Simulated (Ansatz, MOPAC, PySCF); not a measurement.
Species: AlF3 (charge 0, singlet). SMILES: [F][Al]([F])[F]
Structure (B3LYP-D3(BJ)/def2-TZVP (Ansatz, a quantum-chemistry and plane-wave program) minimum search):
```
Al
F 1 1.6342
F 1 1.6342 2 120.00
F 1 1.6342 2 120.00 3 -180.00
```

Unscaled harmonic wavenumbers (cm⁻¹) in rising order, each level at the stationary point that it reaches from this structure (no distance between atoms moves by over 0.3 Å); the order of modes can differ between levels, and a negative number is imaginary. B3LYP-D3(BJ)/def2-TZVP (PySCF, at the structure above): 246, 246, 295, 689, 952, 952.

PM3 (MOPAC): 169, 210, 210, 794, 1073, 1073. Zero-point energy 5.0 against 4.8 kcal/mol; where all levels lie over 400 cm⁻¹, the wavenumbers are on average 1.135 times those of B3LYP-D3(BJ)/def2-TZVP.

B3LYP/6-31G* (Ansatz): 258, 258, 295, 705, 986, 986. Zero-point energy 5.0 against 4.8 kcal/mol; where all levels lie over 400 cm⁻¹, the wavenumbers are on average 1.031 times those of B3LYP-D3(BJ)/def2-TZVP.
